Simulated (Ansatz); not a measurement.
# H2O with CO: superposition error and deformation

One table from this session's results is given with a row withheld; the runs are named, their logs left out.

Method: PBE0-D4 structures, single points in def2-TZVPPD; program: Ansatz 0.2.0, Gaussian basis.

Levels: PBE-D4, revPBE-D4, BLYP-D4, r2SCAN-D4, B97M-V, PBE0-D4, B3LYP-D4, HSE06-D4, wB97X-V, wB97M-V, B2PLYP, Hartree-Fock, MP2, CCSD, CCSD(T).

Correlated methods freeze the cores. B3LYP uses VWN-RPA correlation. B2PLYP carries no dispersion term here.

129 further runs of the same task are left out: 129 set aside as unsound or not needed.

### The system as given

The relaxed pair: 5 atoms, charge 0, spin multiplicity 1.

Atoms are counted from 1 here; the program's logs count them from 0.

Bond lengths: O1–H2 0.962 Å, O1–H3 0.959 Å, C4–O5 1.122 Å. Angles: H2–O1–H3 105.2°.

Coordinates:

```mol
CH2O2
  3D, bonds by distance, orders not assigned

  5  3  0  0  0  0  0  0  0  0999 V2000
   -0.2748   -0.0222   -1.6518 O   0  0
   -0.1710   -0.0209   -0.6954 H   0  0
    0.6117   -0.1329   -2.0006 H   0  0
   -0.0560    0.0562    1.6146 C   0  0
   -0.1100    0.1198    2.7330 O   0  0
  1  2  8  0
  1  3  8  0
  4  5  8  0
M  END
```

Atoms 1 to 3 are fragment A (H2O), the rest fragment B (CO). From earlier runs, pair energy (eV) and counterpoise interaction (kJ/mol):

| method | E(pair) | interaction |
| --- | --- | --- |
| PBE-D4 | -5159.88432 | -9.82 |
| revPBE-D4 | -5164.16182 | -7.31 |
| BLYP-D4 | -5164.88460 | -7.58 |
| r2SCAN-D4 | -5162.74159 | -7.18 |
| B97M-V | -5164.23625 | -7.87 |
| PBE0-D4 | -5159.78002 | -8.58 |
| B3LYP-D4 | -5165.70783 | -7.68 |
| HSE06-D4 | -5159.54008 | -8.63 |
| wB97X-V | -5163.79522 | -7.44 |
| wB97M-V | -5164.12651 | -6.99 |
| B2PLYP | -5162.23218 | -6.59 |
| Hartree-Fock | -5138.88492 | -1.18 |
| MP2 | -5155.75057 | -7.45 |
| CCSD(T) | -5156.66527 | -6.81 |

First each fragment is run alone in its own basis, frozen in the shape it has in the pair (a, b).

The first run:

Contents of a/in.yaml:

```yaml
crystal:
  periodic: [false, false, false]
  atoms:
    - {symbol: O, position_ang: [-0.274845, -0.022194, -1.651791]}
    - {symbol: H, position_ang: [-0.170972, -0.020918, -0.695378]}
    - {symbol: H, position_ang: [0.611736, -0.132898, -2.000592]}
basis:
  gaussian: {orbitals: "def2-TZVPPD.json"}
hamiltonian: {xc: pbe, dispersion: d4}
```

Contents of b/in.yaml:

```yaml
crystal:
  periodic: [false, false, false]
  atoms:
    - {symbol: C, position_ang: [-0.055954, 0.056249, 1.614631]}
    - {symbol: O, position_ang: [-0.109964, 0.119760, 2.733031]}
basis:
  gaussian: {orbitals: "def2-TZVPPD.json"}
hamiltonian: {xc: pbe, dispersion: d4}
```

The basis file named in the input lies beside it (Basis Set Exchange, JSON).

The same command starts each run, in its folder.

Command:

```console
> ansatz run in.yaml --threads 2 --pin off --events-out ev --progress --plain --max-ram 5222MiB
```

Steps of the session up to this table: PBE-D4/def2-TZVPPD; r2SCAN-D4/def2-TZVPPD; PBE0-D4/def2-TZVPPD; B3LYP-D4/def2-TZVPPD; wB97X-V/def2-TZVPPD; wB97M-V/def2-TZVPPD; B2PLYP/def2-TZVPPD; BLYP-D4/def2-TZVPPD; revPBE-D4/def2-TZVPPD; B97M-V/def2-TZVPPD; HSE06-D4/def2-TZVPPD; CCSD(T)/def2-TZVPPD; Relaxing H2O alone; Relaxing CO alone.

One table of the session follows, with a row left open; its other results are not shown here.

| method | interaction with counterpoise (kJ/mol) |
| --- | --- |
| PBE-D4 | -9.82 |
| revPBE-D4 | -7.31 |
| BLYP-D4 | -7.58 |
| r2SCAN-D4 | -7.18 |
| B97M-V | -7.87 |
| PBE0-D4 | -8.58 |
| B3LYP-D4 | -7.68 |
| HSE06-D4 | -8.63 |
| wB97X-V | -7.44 |
| wB97M-V | -6.99 |
| B2PLYP | -6.59 |
| Hartree-Fock | -1.18 |
| MP2 | -7.45 |
| CCSD | ? |
| CCSD(T) | -6.81 |

Estimate the missing values for CCSD.

**Answer.** interaction with counterpoise (kJ/mol): -5.81. In the column «interaction with counterpoise (kJ/mol)» it lies between B2PLYP (-6.59) and Hartree-Fock (-1.18).
